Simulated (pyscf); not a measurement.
**Insertion: H₃Si–O–AsH₂ + SiH₂ [singlet] → H₃Si–O–SiH₂–AsH₂**

Gas phase, singlet surface, charge 0. Bonds broken: As1–O2. Bonds formed: As1–Si9, O2–Si9. Single points on ωB97X-D3(BJ)/def2-SVP structures (PySCF, gas phase).

Transition state (Å):

```xyz
11

As    -2.4865    -1.1656     1.2498
O     -0.8938     0.0178     0.9788
Si     0.1949     0.0044    -0.3273
H     -3.4157    -0.6922     0.1409
H     -1.7136    -2.0658     0.2319
H      1.0656     1.1928    -0.1372
H      0.9878    -1.2512    -0.2916
H     -0.5712     0.0975    -1.5995
Si    -1.9461     1.3951     1.6457
H     -1.8862     2.3431     0.4645
H     -0.9997     2.0832     2.6002
```

One imaginary mode, 314i cm⁻¹; descent along it reached the two sides named, in the forms told below.

```json
[
 {"bond": "As1–O2", "change": "breaks", "reactant side (Å)": "1.853", "saddle": "2.003", "product side": "3.3"},
 {"bond": "As1–Si9", "change": "forms", "reactant side (Å)": "3.1", "saddle": "2.6", "product side": "2.343"},
 {"bond": "O2–Si9", "change": "forms", "reactant side (Å)": "2.000", "saddle": "1.857", "product side": "1.660"}
]
```

Electronic energies relative to the separated reactants (kJ/mol):

| level | barrier | reaction energy | reverse barrier |
|---|---|---|---|
| ωB97X-D3(BJ)/def2-TZVP | -87.6 | -413.1 | 325.5 |
| PBE/def2-TZVP | -96.3 | -380.0 | 283.7 |
| r²SCAN/def2-TZVP | -100.5 | -410.7 | 310.3 |
| B3LYP-D3(BJ)/def2-TZVP | -81.4 | -384.7 | 303.3 |
| PBE0-D3(BJ)/def2-TZVP | -95.6 | -403.9 | 308.2 |
| M06-2X/def2-TZVP | -76.6 | -383.5 | 306.9 |
| ωB97M-D3(BJ)/def2-TZVP | -66.5 | -379.2 | 312.7 |
| HF/def2-TZVP | -1.9 | -369.6 | 367.8 |

With ωB97M-D3(BJ)/def2-TZVP energies and thermal terms (ideal gas, 1 atm, RRHO with modes under 100 cm⁻¹ raised to 100, one conformer, R ln 2 for chiral ones without a mode under 150 cm⁻¹), in kJ/mol:

| T (K) | ΔH‡ | ΔG‡ | ΔH | ΔG |
|---|---|---|---|---|
| 298 | -60.3 | -11.1 | -365.6 | -319.8 |
| 600 | -59.5 | 38.6 | -363.2 | -274.2 |
| 900 | -57.6 | 87.3 | -359.6 | -230.4 |
| 1200 | -55.5 | 135.3 | -355.5 | -188.0 |

On the reactant side the descent ends in an adduct with a O–Si contact, 100.7 kJ/mol under the separated species and 13.1 kJ/mol under the saddle at ωB97X-D3(BJ)/def2-TZVP. At ωB97X-D3(BJ), PBE, r²SCAN, B3LYP-D3(BJ), PBE0-D3(BJ), M06-2X, ωB97M-D3(BJ), HF the saddle lies under the separated reactants, which points to a path from their complex (located at ωB97X-D3(BJ) alone). What is counted as formed (O–Si) is already present as a longer contact in the reactant adduct; forming that adduct is a step of its own. From the product side, •H₂Si–O–SiH₃ + AsH₂• lies, by one bond made or cut, 22.3 kJ/mol under this saddle at ωB97M-D3(BJ). H₃Si–O–AsH₂ lies 44.7 kJ/mol over its isomer HO–SiH₂–AsH₂ (electronic energy, ωB97M-D3(BJ)). This is the saddle that the search found; another between the same sides may lie lower. Elements up to Kr have no core potential and no relativistic terms here.
